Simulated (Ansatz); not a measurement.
Working through an active-space calculation of Cl2Mg, SMILES [Cl][Mg][Cl]

With Ansatz's Python interface.

Run as a notebook:

**Cell 1**
```python
import warnings

import ansatz as az

GEOMETRY = '''
Cl    0.50930    2.22240    0.51150
Mg   -0.01140   -0.00910   -0.00430
Cl   -0.50890   -2.27810   -0.52040
'''
```

**Cell 2**
```python
warnings.simplefilter('ignore', az.DeckWarning)
```

**Cell 3**
```python
molecule = az.Crystal.molecule()
for line in GEOMETRY.strip().splitlines():
    symbol, *xyz = line.split()
    molecule = molecule.atom(symbol, [float(v) for v in xyz])

calculation = (
    molecule.calculation()
    .basis(gaussian='6-31G*')
    .accuracy('high')
    .correlation(active_electrons=2, active_orbitals=3)
)
for method in [None, 'sc_nevpt2']:
    data = (calculation if method is None else calculation.correlation(method)).run(threads=1).report
    space = data['configurations']
    state = space['states'][0]
    print(method or 'casscf', f'total {data["free_energy_ev"] / 27.211386246:.6f} Ha, active-space state {state["energy"]["hartree"]:.6f} Ha, mean field {data["reference_energy_ev"] / 27.211386246:.6f} Ha')
    print('  determinants', state['n_determinants'], ' natural occupations', [round(n, 3) for n in space['natural_occupations']])
print('effectively unpaired electrons, sum of min(n, 2 - n):', round(sum(min(n, 2 - n) for n in space['natural_occupations']), 3))
```
Output:
```text
casscf total -1118.727512 Ha, active-space state -1118.727512 Ha, mean field -1118.715055 Ha
  determinants 9  natural occupations [1.981, 0.014, 0.004]
sc_nevpt2 total -1119.004862 Ha, active-space state -1118.727509 Ha, mean field -1118.715055 Ha
  determinants 9  natural occupations [1.981, 0.014, 0.004]
effectively unpaired electrons, sum of min(n, 2 - n): 0.037
```

Caveats:
- The settings weren't tested for convergence.
- The geometry is a force-field or estimated start, not a minimum of this method, and the basis set is short of its limit. The active space starts as a window about the frontier orbitals and is then optimised, not chosen by chemistry.
- Run time: 13 s on 1 thread of Arm Neoverse V1, with other jobs on the host, peak memory 0.23 GiB.
